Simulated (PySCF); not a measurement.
carbonyl sulfide (COS), SMILES O=C=S.

Coordinates come from a B3LYP-D3(BJ)/def2-TZVP optimisation.

Two levels are set side by side: PBE/def2-TZVPD (PySCF) and B3LYP/def2-TZVPD (PySCF). Same geometry, gas phase. Differences are taken from unrounded values.

```
quantity                     B3LYP
---------------------------  -----
orbital gap (eV)              7.23
highest occupied level (eV)  -8.44
lowest empty level (eV)      -1.22
dipole moment (D)             0.79
mean polarisability (bohr³)   34.4
```

Task: What does PBE give, and how far is it from B3LYP? (An estimate is asked for; the answer gives what the named calculation found.)

Result: 
```
quantity                       PBE  PBE minus B3LYP
---------------------------  -----  ---------------
orbital gap (eV)              5.55            -1.68
highest occupied level (eV)  -7.48             0.97
lowest empty level (eV)      -1.93            -0.71
dipole moment (D)             0.71            -0.08
mean polarisability (bohr³)   34.7              0.3
```

PBE's occupied levels lie high since its potential decays too fast outside the molecule; exact exchange lowers them and widens the gap. Differences between two approximate levels are no errors against the true value.

Rough cost on one machine, each run with all the roots and properties that it gave: B3LYP against PBE within a factor of 2.
